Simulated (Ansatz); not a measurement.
`CCC(F)S`, relaxed with RKS PBE-D4/def2-SVP in Ansatz from a rough embedded geometry. The force threshold is 0.03 eV/Å; the program also tests the step.

Charge 0, multiplicity 1.

Start:

```xyz
12

C    -0.743    1.133   -0.541
C    -0.515    0.083    0.446
C     0.898   -0.444    0.472
F     1.008   -1.415    1.541
S     1.364   -1.370   -1.026
H    -0.596    0.804   -1.618
H    -0.001    1.972   -0.429
H    -1.714    1.551   -0.502
H    -1.192   -0.724    0.303
H    -0.739    0.486    1.456
H     1.642    0.346    0.688
H     0.588   -2.422   -0.789
```

Task: By how much does the energy fall, and how many steps does the optimiser take? (Best estimate.)

Result: Computed: 0.36 eV, in 5 steps, 1 of them rejected.

Task: Which bonds change most? (Estimate.)

Result: Computed: C1–C2 from 1.459 to 1.527 Å; C3–F4 from 1.449 to 1.387 Å; C1–H8 from 1.058 to 1.108 Å; C2–H9 from 1.063 to 1.112 Å.

Task: Give the relaxed structure. (An estimate is asked.)

Result: Computed: 
```xyz
12

C    -0.716    1.118   -0.590
C    -0.498    0.063    0.491
C     0.918   -0.500    0.548
F     1.025   -1.323    1.660
S     1.459   -1.374   -0.968
H    -0.525    0.700   -1.599
H    -0.032    1.983   -0.455
H    -1.753    1.505   -0.562
H    -1.203   -0.788    0.363
H    -0.706    0.485    1.498
H     1.664    0.323    0.651
H     0.369   -2.191   -1.036
```
